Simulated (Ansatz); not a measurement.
Two shapes of singlet C₂H₂.

Shape 1:

```xyz
4

C     0.0000    0.0000    1.2000
C     0.0000    0.0000   -1.2000
H     0.0000    0.0000    3.3200
H     0.0000    0.0000   -3.3200
```

Shape 2:

```xyz
4

C     0.0000    0.0000    1.5000
C     0.0000    0.0000   -1.5000
H     0.0000    0.0000    4.1500
H     0.0000    0.0000   -4.1500
```

Basis set: pcseg-2 (spherical functions). Charge 0, multiplicity 1.

Computed with Ansatz (development build ahead of 0.2.0); each method stands on the lowest determinant of its kind that the runs found.

(1) Which shape is lower in energy, and by how much in each method?

Results:

(1)

```
             method  E(2) − E(1) (eV)
                UHF            -0.026
  PBE0 (restricted)             3.258
PBE0 (unrestricted)             1.058
```

The methods disagree on the order. Caution for UHF, PBE0 (unrestricted): the unrestricted determinant is a mixture of spin states. Caution for PBE0 (restricted): an unrestricted determinant lies well below. Caution for PBE0 (restricted), PBE0 (unrestricted): charge can spread falsely over distant fragments.
